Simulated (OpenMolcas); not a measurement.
## Predicting a hybrid from its neighbours: AlSiH4O

AlSiH4O: 7 atoms, total charge 0, spin state doublet. As SMILES, `[AlH][O][SiH3]`. The shape is that of a PBE0-D4/def2-TZVP optimisation. This is one conformer, not always the lowest.

The vertical electron affinity (to the singlet anion) y, in eV, basis aug-cc-pVDZ; a is the functional's share of exact exchange. Programs: OpenMolcas 26.06.

| functional | program | a | y (eV) |
| --- | --- | --- | --- |
| UBLYP | OpenMolcas | 0 | 0.87 |
| UPBE | OpenMolcas | 0 | 0.91 |
| UB3LYP | OpenMolcas | 0.2 | ? |
| UPBE0 | OpenMolcas | 0.25 | 0.83 |
| UBHLYP | OpenMolcas | 0.5 | 0.75 |

Problem. Fit y = c + s·a to the known rows and predict UB3LYP.

Solution. 
1. Means of the 4 rows: a = 0.1875, y = 0.840.
2. Σ(Δa)² = 0.17188, Σ(Δa·Δy) = -0.0475, so the slope is -0.0475/0.17188 = -0.27636.
3. Intercept: 0.840 − (-0.27636) × 0.1875 = 0.892. The largest residual of the fit is 0.022.
4. UB3LYP: 0.892 + (-0.27636) × 0.2 = 0.84 eV.

The run gave 0.96 eV, so the prediction is off by -0.12 eV, more than the largest residual. The rows mix families of semi-local functionals, which the line can't see.
